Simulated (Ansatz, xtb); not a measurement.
Relative energy of two conformers of C2H6S2

Structure a: `CCSS`, a singlet. Structure b: `CCSS`, a singlet. Both are isolated molecules in the gas phase, relaxed with B3LYP-D3(BJ)/def2-SVP.

a (Å):

| atom | x (Å) | y (Å) | z (Å) |
| --- | --- | --- | --- |
| C | 0.3060 | -0.2201 | -0.6288 |
| C | 0.6274 | 1.0790 | -1.3493 |
| S | -0.3264 | 1.3470 | -2.8985 |
| S | -2.2817 | 1.5757 | -2.1918 |
| H | -0.7483 | -0.2343 | -0.3111 |
| H | 0.9296 | -0.3269 | 0.2741 |
| H | 0.4830 | -1.0905 | -1.2793 |
| H | 1.6735 | 1.1000 | -1.7004 |
| H | 0.4801 | 1.9548 | -0.6990 |
| H | -2.6676 | 0.2734 | -2.2241 |

b (Å):

```xyz
10

C     1.1698   -0.6351   -1.2552
C     0.6828    0.0317    0.0263
S    -0.4866    1.3871   -0.4100
S    -0.9071    2.2228    1.4570
H     1.8682   -1.4521   -1.0142
H     1.6967    0.0819   -1.9042
H     0.3329   -1.0642   -1.8287
H     1.5163    0.4676    0.5967
H     0.1577   -0.6850    0.6761
H    -1.9491    1.4228    1.8070
```

Energies in hartree; the thermal terms are from B3LYP-D3(BJ)/def2-SVP harmonic frequencies (ideal gas, rigid rotor, one conformer each, 400 K, 1 atm) and include the zero-point energy:

```
                              a           b
E, CCSD(T)/def2-SVP  −874.608004  −874.606143
    E, MP2/def2-SVP  −874.530698  −874.528769
  E, MP2/def2-TZVPP  −875.055607  −875.054507
  zero-point energy     0.076225     0.076083
       H(400 K) − E     0.087071     0.087137
       G(400 K) − E     0.033319     0.032544
```

Task: Correct the CCSD(T) difference for the basis set by the MP2 change, then work out ΔE, ΔE₀, ΔH and ΔG for a → b in kJ/mol (1 Eh = 2625.50 kJ/mol) and the equilibrium ratio [b]/[a].

Result: 1. Differences b − a: CCSD(T) +0.001861, MP2 in the small set +0.001929, MP2 in the large set +0.001100 Eh.
2. ΔE = +0.001861 + (+0.001100 − (+0.001929)) = +0.001032 Eh = +2.71 kJ/mol.
3. ΔE₀ = ΔE + ΔZPE = +0.001032 + (−0.000142) Eh = +2.34 kJ/mol.
4. ΔH = ΔE + (+0.000066) Eh = +2.88 kJ/mol.
5. ΔG = ΔE + (−0.000775) Eh = +0.67 kJ/mol, so ΔS = (ΔH − ΔG)/T = +5.5 J/(mol K).
6. kT = 1.2667 mEh, so K = [b]/[a] = exp(−ΔG/kT) = exp(−0.20) ≈ 0.82.

The two are too close for this level to say which is favoured. An error of 4 kJ/mol in ΔG would change K by a factor of 3.3. Mirror images and further conformers aren't counted.

Other levels gave ΔE = +5.9 (B3LYP-D3(BJ)/def2-SVP); +1.6 (HF/def2-SVP); +5.1 (MP2/def2-SVP); +4.9 (CCSD(T)/def2-SVP) kJ/mol. The correlated steps freeze 12 core orbitals. Programs: Ansatz 0.2.0.
